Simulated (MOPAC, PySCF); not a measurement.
H$_{2}$Si, SMILES `[SiH2]` (lower singlet), neutral singlet in the gas phase. This singlet lies 0.89 eV below the relaxed triplet at the level composite: frozen-core CCSD(T) with HF/cc-pV5Z and the correlation energy extrapolated as X^-3 from cc-pVQZ and cc-pV5Z, plus full CI minus CCSD(T) in cc-pVDZ // PBE0-D3(BJ)/def2-TZVP (Ansatz).

Cartesian coordinates (Å):
```xyz
3

Si    -0.0030     0.7116     0.0000
H     -1.0885    -0.3604     0.0000
H      1.0915    -0.3511     0.0000
```
Charge 0, multiplicity 1.

All levels are single points at this geometry (PBE0-D3(BJ)/def2-TZVP); Pople sets use spherical d functions. Orbital energies aren't observables, and empty levels follow the basis.

```
level                           HOMO (eV)  LUMO (eV)  gap (eV)  dipole (D)  vertical IE, Delta-SCF (eV)
------------------------------  ---------  ---------  --------  ----------  ---------------------------
PBE0-D3(BJ)/def2-TZVP in PySCF      -6.87      -3.10      3.77        0.17                            –
B3LYP/3-21G in PySCF                -6.49      -3.36      3.14        0.68                            –
BP86/6-31G* in PySCF                -5.84      -4.05      1.79        0.53                            –
HF/3-21G in PySCF                   -9.14       0.12      9.26        0.56                            –
HF/STO-3G in PySCF                  -6.35       5.98     12.33        0.20                            –
PM6 in MOPAC                        -7.87      -2.00      5.87        0.69                            –
```
